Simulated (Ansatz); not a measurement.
Compare A (`CC(O)(S)S`) with its isomer B (`CSC(O)S`).

Gas-phase electronic energies from Ansatz, PBE0-D4/def2-TZVP geometries. CCSD(T)/CBS is the MP2 limit (def2-TZVPP, def2-QZVPP) plus CCSD(T) − MP2 in def2-TZVPP, frozen cores. Functionals use def2-TZVPP. B3LYP here is the variant with VWN-RPA as its local correlation; programs differ in this. Each species was taken in one conformer, which may not be the lowest.

Q: Which isomer does CCSD(T)/CBS put lower? Give the gap. (Estimate.)

A: The calculation gave: A, by 22.6 kJ/mol.

Q: Give E(B) − E(A) in kJ/mol with B2PLYP, CCSD/def2-TZVPP, PBE0-D4, MP2/def2-TZVPP, B3LYP, ωB97M-V, CCSD(T)/def2-TZVPP. (Best estimate.)

A: Ansatz gave: B2PLYP 18.6, CCSD/def2-TZVPP 23.0, PBE0-D4 17.9, MP2/def2-TZVPP 24.7, B3LYP 15.1, ωB97M-V 20.9, CCSD(T)/def2-TZVPP 23.9. None reverses the order clearly.

Largest T1 diagnostic: 0.011.

In def2-TZVPP, CCSD(T) changes the Hartree–Fock value by +7.4 kJ/mol (the triples alone add +0.9 kJ/mol) and MP2 by +8.1 kJ/mol.
